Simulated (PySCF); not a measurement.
# OH+: from the state search to spectroscopic constants

Aim: find the lowest electronic state of OH+, scan its bond at several levels of theory, and get bond length, wavenumber and dissociation energy from each curve.

Computed with PySCF 2.14.0. Level: H def2-SVPD, O def2-SVPD, no relativity.

## (1) Set-up

A driver script around PySCF takes these settings:

```yaml
atoms: H, O
charge: 1
basis: H def2-SVPD, O def2-SVPD
Hamiltonian: no relativity
basis_functions: 31
electrons_treated: 8
masses_in_u: 1.0078, 15.9949
levels: PBE0, PBE, r²SCAN, LDA, PBEsol, B2PLYP, HSE06, HF, MP2, SCS-MP2, CCSD, CCSD(T)
grid: 80 radial by 434 angular points
occupations: held fixed by the projection of orbital angular momentum
dissociation_limit: H+ + O, each in its ground configuration
starting_distance_in_angstrom: 1.020
values_of_2S_to_try: 0, 2
```

Launch:

```console
OMP_NUM_THREADS=1 python dia.py task.json out
```

Further steps of the session: The PBE0 curve of the state that the search chose; Excited determinants; PBE (GGA); r²SCAN (meta-GGA); LDA; PBEsol; B2PLYP; HSE06 (range-separated hybrid); UHF (mean field); MP2 and coupled cluster.

What does the calculation give? Wanted: for each run, Re; ωe; De; μ.

The runs gave:

Lowest PBE0 solution found, without spin–orbit coupling: ³Σ⁻ (triplet), unpaired electrons π ↑↑. State 2 has its PBE0 minimum 0.86 eV higher, as a spin-mixed determinant (⟨S²⟩ = 1.00), so this is no gap between pure states. The other levels ran on the lowest alone.

```
      level  Re (Å)  ωe (cm⁻¹)  De (eV)  μ (D)
        UHF   1.012       3359     5.12  -2.35
    UHF-MP2   1.028       3202     5.17    n/a
UHF-SCS-MP2   1.028       3194     5.21    n/a
   UHF-CCSD   1.034       3128     5.24    n/a
UHF-CCSD(T)   1.035       3109     5.24    n/a
        LDA   1.061       2880     4.94  -2.36
        PBE   1.053       2936     5.10  -2.30
     PBEsol   1.056       2919     5.07  -2.31
     r²SCAN   1.040       3052     5.16  -2.31
       PBE0   1.037       3095     5.11  -2.31
      HSE06   1.037       3090     5.11  -2.31
     B2PLYP   1.036       3100     5.06  -2.37
```

De is counted to H+ + O in their ground configurations. A positive dipole points from H to O; in an ion it is taken about the centre of mass and does not tell which atom is negative.

Differences from CCSD(T) in the same basis:

```
      level  Re (mÅ)  ωe (%)
        UHF      -24    +8.0
    UHF-MP2       -8    +3.0
UHF-SCS-MP2       -7    +2.7
   UHF-CCSD       -1    +0.6
        LDA      +26    -7.4
        PBE      +18    -5.6
     PBEsol      +21    -6.1
     r²SCAN       +4    -1.8
       PBE0       +2    -0.5
      HSE06       +2    -0.6
     B2PLYP        0    -0.3
```

Against CCSD(T) in the same basis, the bond length is nearest at B2PLYP (0 mÅ) and farthest at LDA (+26 mÅ); the wavenumber is nearest at B2PLYP (-0.3 %) and farthest at UHF (+8.0 %). Hartree–Fock makes the bond too short and too stiff against this reference, as it mostly does. PBE has the long and soft bond that GGAs tend to give. CCSD(T) in a basis this small is itself some way from its limit, more so than the functionals. Of the levels with a De here, LDA gives the least (4.94 eV) and UHF-CCSD(T) the most (5.24 eV).

Correlated steps freeze 1 core orbital. B2PLYP dipoles, levels and charges come from its SCF part alone.
